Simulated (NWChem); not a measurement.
System: nitrous oxide (N2O); SMILES N#[N+][O-]

NWChem input:

```
start job
memory heap 200 mb stack 900 mb global 1100 mb
geometry units angstroms noautoz
  N     -1.211038    -0.021966     0.019379
  N     -0.065419    -0.001185     0.001047
  O      1.121654     0.020344    -0.017948
end
basis spherical
  * library 6-31g*
end
dft
  xc hcth407
  iterations 150
  mulliken
end
task dft energy
```

Parts of the log:

```
             Northwest Computational Chemistry Package (NWChem) 7.3.0
             --------------------------------------------------------

 ORDER OF PRIMARY AXIS IS BEING SET TO 4
 C4V symmetry detected

                             Geometry "geometry" -> ""
                             -------------------------

 Output coordinates in angstroms (scale by  1.889725989 to convert to a.u.)

  No.       Tag          Charge          X              Y              Z
 ---- ---------------- ---------- -------------- -------------- --------------
    1 N                    7.0000     0.00000000     0.00000000    -1.21312149
    2 N                    7.0000     0.00000000     0.00000000    -0.06716739
    3 O                    8.0000     0.00000000     0.00000000     1.12025277

 Effective nuclear repulsion energy (a.u.)      60.2837529422

      Symmetry information
      --------------------

 Group name             C4v
 Group number             18
 Group order               8
 No. of unique centers     3

                                 NWChem DFT Module
                                 -----------------

 Summary of "ao basis" -> "ao basis" (spherical)
 ------------------------------------------------------------------------------
       Tag                 Description            Shells   Functions and Types
 ---------------- ------------------------------  ------  ---------------------
 N                           6-31g*                  6       14   3s2p1d
 O                           6-31g*                  6       14   3s2p1d

      Symmetry analysis of basis
      --------------------------

        a1         18
        a2          0
        b1          3
        b2          3
        e          18

            General Information
            -------------------
          SCF calculation type: DFT
          Wavefunction type:  closed shell.
          No. of atoms     :     3
          No. of electrons :    22
           Alpha electrons :    11
            Beta electrons :    11
          Charge           :     0
          Spin multiplicity:     1
          Use of symmetry is: on ; symmetry adaption is: on
          Maximum number of iterations: 150
          AO basis - number of functions:    42
                     number of shells:    18
          Convergence on energy requested:  1.00D-06
          Convergence on density requested:  1.00D-05
          Convergence on gradient requested:  5.00D-04

              XC Information
              --------------
                      HCTH407 Method XC Functional
                      HCTH407  Exchange Functional  1.000
                   HCTH407  Correlation Functional  1.000

             Grid Information
             ----------------
          Grid used for XC integration:  medium
          Radial quadrature: Mura-Knowles
          Angular quadrature: Lebedev.
          Tag              B.-S. Rad. Rad. Pts. Rad. Cut. Ang. Pts.
          ---              ---------- --------- --------- ---------
          N                   0.65       49           7.0       434
          O                   0.60       49           7.0       434
          Grid pruning is: on
          Number of quadrature shells:   147
          Spatial weights used:  Erf1

      Superposition of Atomic Density Guess
      -------------------------------------

 Sum of atomic energies:        -183.34182872

      Non-variational initial energy
      ------------------------------

 Total energy =    -184.389262
 1-e energy   =    -370.049286
 2-e energy   =     125.376271
 HOMO         =      -0.358473
 LUMO         =       0.073764

      Symmetry analysis of molecular orbitals - initial
      -------------------------------------------------

 !! scf_movecs_sym_adapt:    6 vectors were symmetry contaminated

  Symmetry fudging

 !! scf_movecs_sym_adapt:    6 vectors were symmetry contaminated

  Numbering of irreducible representations:

     1 a1          2 a2          3 b1          4 b2          5 e

  Orbital symmetries:

     1 a1          2 a1          3 a1          4 a1          5 a1
     6 a1          7 e           8 e           9 a1         10 e
    11 e          12 e          13 e          14 a1         15 a1
    16 a1         17 e          18 e          19 a1         20 a1
    21 e

     ---------------------------------------------
      Total Density - Mulliken Population Analysis
     ---------------------------------------------

    Atom       Charge   Shell Charges
 -----------   ------   -------------------------------------------------------
    1 N    7     7.35   2.00  0.89  2.21  0.91  1.30  0.04
    2 N    7     5.96   2.00  0.78  1.92  0.45  0.71  0.11
    3 O    8     8.69   2.00  0.94  2.90  1.03  1.80  0.03

   convergence    iter        energy       DeltaE   RMS-Dens  Diis-err
 ---------------- ----- ----------------- --------- --------- ---------
 d= 0,ls=0.0,diis     1   -184.5006346715 -2.45D+02  3.33D-02  1.24D+00
 d= 0,ls=0.0,diis     2   -184.1482324819  3.52D-01  2.35D-02  5.14D+00
 d= 0,ls=0.0,diis     3   -184.6228050368 -4.75D-01  7.06D-03  9.20D-02
 d= 0,ls=0.0,diis     4   -184.6150382990  7.77D-03  5.79D-03  1.57D-01
 d= 0,ls=0.0,diis     5   -184.6292088115 -1.42D-02  1.73D-03  2.01D-02
  Resetting Diis
 d= 0,ls=0.0,diis     6   -184.6314564255 -2.25D-03  6.17D-05  3.69D-05
 d= 0,ls=0.0,diis     7   -184.6314603251 -3.90D-06  5.26D-05  7.20D-07
 d= 0,ls=0.0,diis     8   -184.6314588817  1.44D-06  4.24D-05  1.41D-05
 d= 0,ls=0.0,diis     9   -184.6314604030 -1.52D-06  2.84D-06  3.31D-08
 d= 0,ls=0.0,diis    10   -184.6314604044 -1.39D-09  1.24D-06  1.83D-08

         Total DFT energy =     -184.631460404392
      One electron energy =     -370.270166509941
           Coulomb energy =      147.620790839334
    Exchange-Corr. energy =      -22.265837675946
 Nuclear repulsion energy =       60.283752942162

 Numeric. integr. density =       22.000000760839

                  Occupations of the irreducible representations
                  ----------------------------------------------

                     irrep           alpha         beta
                     --------     --------     --------
                     a1                7.0          7.0
                     a2                0.0          0.0
                     b1                0.0          0.0
                     b2                0.0          0.0
                     e                 4.0          4.0

                       DFT Final Molecular Orbital Analysis
                       ------------------------------------

 Vector    9  Occ=2.000000D+00  E=-4.212610D-01  Symmetry=a1
              MO Center= -2.7D-15, -1.1D-15, -1.3D+00, r^2= 1.1D+00
   Bfn.  Coefficient  Atom+Function         Bfn.  Coefficient  Atom+Function
  ----- ------------  ---------------      ----- ------------  ---------------
     6      0.514022  1 N  s                  5     -0.428607  1 N  pz
     2      0.313143  1 N  s                 19      0.242963  2 N  pz
     9     -0.192455  1 N  pz                33     -0.177852  3 O  pz
    20     -0.156019  2 N  s                  1     -0.144764  1 N  s
    16     -0.137039  2 N  s                 37     -0.105674  3 O  pz

 Vector   10  Occ=2.000000D+00  E=-3.041003D-01  Symmetry=e
              MO Center=  1.4D-16,  6.0D-16,  1.2D-01, r^2= 1.8D+00
   Bfn.  Coefficient  Atom+Function         Bfn.  Coefficient  Atom+Function
  ----- ------------  ---------------      ----- ------------  ---------------
    32      0.491063  3 O  py                 4     -0.399191  1 N  py
    36      0.336492  3 O  py                 8     -0.254433  1 N  py
    31      0.170575  3 O  px                 3     -0.138662  1 N  px
    18     -0.117319  2 N  py                35      0.116883  3 O  px
     7     -0.088379  1 N  px                22     -0.058294  2 N  py

 Vector   11  Occ=2.000000D+00  E=-3.041003D-01  Symmetry=e
              MO Center=  1.0D-15, -1.6D-15,  1.2D-01, r^2= 1.8D+00
   Bfn.  Coefficient  Atom+Function         Bfn.  Coefficient  Atom+Function
  ----- ------------  ---------------      ----- ------------  ---------------
    31      0.491063  3 O  px                 3     -0.399191  1 N  px
    35      0.336492  3 O  px                 7     -0.254433  1 N  px
    32     -0.170575  3 O  py                 4      0.138662  1 N  py
    17     -0.117319  2 N  px                36     -0.116883  3 O  py
     8      0.088379  1 N  py                21     -0.058294  2 N  px

 Vector   12  Occ=0.000000D+00  E=-5.536573D-02  Symmetry=e
              MO Center= -5.1D-17, -7.1D-17, -3.6D-01, r^2= 1.6D+00
   Bfn.  Coefficient  Atom+Function         Bfn.  Coefficient  Atom+Function
  ----- ------------  ---------------      ----- ------------  ---------------
    18      0.490891  2 N  py                 8     -0.430281  1 N  py
    22      0.432255  2 N  py                 4     -0.427724  1 N  py
    32     -0.308049  3 O  py                36     -0.282185  3 O  py
    17     -0.247379  2 N  px                 7      0.216835  1 N  px
    21     -0.217830  2 N  px                 3      0.215547  1 N  px

 Vector   13  Occ=0.000000D+00  E=-5.536573D-02  Symmetry=e
              MO Center=  1.9D-15,  9.1D-16, -3.6D-01, r^2= 1.6D+00
   Bfn.  Coefficient  Atom+Function         Bfn.  Coefficient  Atom+Function
  ----- ------------  ---------------      ----- ------------  ---------------
    17      0.490891  2 N  px                 7     -0.430281  1 N  px
    21      0.432255  2 N  px                 3     -0.427724  1 N  px
    31     -0.308049  3 O  px                35     -0.282185  3 O  px
    18      0.247379  2 N  py                 8     -0.216835  1 N  py
    22      0.217830  2 N  py                 4     -0.215547  1 N  py

 Vector   14  Occ=0.000000D+00  E= 8.553733D-02  Symmetry=a1
              MO Center=  5.8D-15,  1.5D-15,  2.1D-01, r^2= 1.5D+00
   Bfn.  Coefficient  Atom+Function         Bfn.  Coefficient  Atom+Function
  ----- ------------  ---------------      ----- ------------  ---------------
    20      1.709824  2 N  s                 34     -1.246642  3 O  s
    23      0.891644  2 N  pz                37      0.867722  3 O  pz
    33      0.470794  3 O  pz                 5     -0.380472  1 N  pz
     2     -0.259201  1 N  s                 30     -0.215401  3 O  s
    16      0.213585  2 N  s                  9     -0.210097  1 N  pz

     ---------------------------------------------
      Total Density - Mulliken Population Analysis
     ---------------------------------------------

    Atom       Charge   Shell Charges
 -----------   ------   -------------------------------------------------------
    1 N    7     7.10   2.00  0.89  2.24  0.92  0.99  0.06
    2 N    7     6.47   2.00  0.84  2.47  0.39  0.65  0.13
    3 O    8     8.44   2.00  0.95  2.83  1.06  1.55  0.05

     -------------------------------------------
      Total Density - Lowdin Population Analysis
     -------------------------------------------

    Atom       Charge   Shell Charges
 -----------   ------   -------------------------------------------------------
    1 N    7     7.08   1.99  0.79  2.11  0.70  1.38  0.11
    2 N    7     6.79   1.99  0.64  2.19  0.40  1.27  0.30
    3 O    8     8.13   1.99  0.89  2.68  0.72  1.75  0.09

     Multipole analysis of the density
     ---------------------------------

     L   x y z        total         alpha         beta         nuclear
     -   - - -        -----         -----         ----         -------
     0   0 0 0     -0.000000    -11.000000    -11.000000     22.000000

     1   1 0 0     -0.000000     -0.000000     -0.000000      0.000000
     1   0 1 0     -0.000000     -0.000000     -0.000000      0.000000
     1   0 0 1      0.076724      0.038362      0.038362      0.000000

     2   2 0 0    -11.056887     -5.528443     -5.528443      0.000000
     2   1 1 0      0.000000      0.000000      0.000000      0.000000
     2   1 0 1      0.000000      0.000000      0.000000      0.000000
     2   0 2 0    -11.056887     -5.528443     -5.528443      0.000000
     2   0 1 1     -0.000000     -0.000000     -0.000000      0.000000
     2   0 0 2    -13.740429    -43.246783    -43.246783     72.753138
```

Level: HCTH/407/6-31G* (spherical d). All runs use the structure optimised with PBE-D3(BJ)/def2-SVP.
